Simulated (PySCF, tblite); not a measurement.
## Complex of fluoride and 4 × hydrogen fluoride

A gas-phase complex of fluoride and 4 × hydrogen fluoride; charge -1, singlet. The structure comes from a short search (6 tight-binding starts) and was relaxed by PBE0-D3(BJ)/def2-SVPD; another way of binding may lie lower. Frequencies by PBE0-D3(BJ)/def2-SVPD show no clear imaginary mode.

| part | name | SMILES | atoms | charge | multiplicity |
| --- | --- | --- | --- | --- | --- |
| 1 | fluoride | [F-] | 1 | -1 | 1 |
| 2 | hydrogen fluoride | F | 2–3 | 0 | 1 |
| 3 | hydrogen fluoride | F | 4–5 | 0 | 1 |
| 4 | hydrogen fluoride | F | 6–7 | 0 | 1 |
| 5 | hydrogen fluoride | F | 8–9 | 0 | 1 |

```csv
atom,part,x (Å),y (Å),z (Å)
F1,1,1.567,0.690,-0.177
F2,2,2.009,-1.041,1.284
H3,2,1.826,-0.263,0.630
F4,3,0.855,2.887,0.631
H5,3,1.137,2.022,0.318
F6,4,1.546,0.318,-2.596
H7,4,1.558,0.460,-1.644
F8,5,4.202,-1.758,2.172
H9,5,3.372,-1.453,1.808
```

```csv
contact,kind (by geometry),distance (Å),angle (°)
H3···F1,shared proton,1.276,178
H5···F1,hydrogen bond,1.484,179
H7···F1,hydrogen bond,1.484,179
H9···F2,hydrogen bond,1.518,176
```

Deforming the relaxed parts to their shape here costs 8.9 kcal/mol, which the interaction energies leave out.

Interaction energies are complex less parts, with the parts frozen as they stand in it; counterpoise-corrected, in kcal/mol (PySCF).

Question: How strongly do the parts interact, level by level?

Answer: 
```tsv
level	interaction	superposition error removed
wB97M-D3(BJ)/def2-TZVPD	-119.48	-0.31
PBE0-D3(BJ)/def2-TZVPD	-125.18	-0.34
RI-MP2/def2-TZVPD	-115.85	-3.33
```

Question: What holds them together? Decompose the wB97M-D3(BJ)/def2-TZVPD energy: frozen parts, their antisymmetrised product, then relaxation.

Answer: electrostatic -159.8, Pauli repulsion +122.4, orbital relaxation -80.4, dispersion correction -2.0 kcal/mol, which sum to the value before the counterpoise correction; the Pauli term holds the exchange-correlation of the frozen density too. Of the attraction, 66 % is electrostatic, 33 % is orbital relaxation, 1 % is dispersion correction.

The parts were also relaxed and run alone, at the levels used for the complex: vibrations by PBE0-D3(BJ)/def2-SVPD; shieldings by PBE0/aug-pcSseg-2; core levels by delta-SCF with SCAN, aug-pcX-2 on the ionised atom and aug-pcseg-1 elsewhere, spin-free X2C.

Question: How do these values change when the complex forms?

Answer: 
```tsv
property	alone	in the complex	change
F2–H3 bond (Å)	0.920	1.033	+0.113
stretch carried by H3 (cm⁻¹, harmonic)	4151	2132	-2019
its infrared intensity (km/mol)	127	4082	
shielding of H3 (ppm)	29.21	15.05	-14.17
shielding of F1 (ppm)	479.9	344.1	-135.8
shielding of H5 (ppm)	29.21	20.92	-8.30
shielding of F2 (ppm)	411.2	369.3	-41.9
F1 1s core level (eV)	680.05	687.21	+7.16
F2 1s core level (eV)	694.15	688.16	-5.99
F4 1s core level (eV)	694.15	688.18	-5.97
```

Density functionals tend to overstate the lengthening and the red shift of so strongly bound an X–H bond.

Question: What are the binding energy from relaxed parts (wB97M-D3(BJ)/def2-TZVPD), and ΔH and ΔG of association at 298.15 K and 1 atm?

Answer: -110.54 kcal/mol, -103.43 with zero-point energy; ΔH -107.0 and ΔG -75.3 kcal/mol, from harmonic vibrations by PBE0-D3(BJ)/def2-SVPD with low modes damped.

The 6 runs behind this took 16 min in all, one thread each of Arm Neoverse N1 on a shared host, launched as `OMP_NUM_THREADS=1 python cluster_run.py task.json out`.
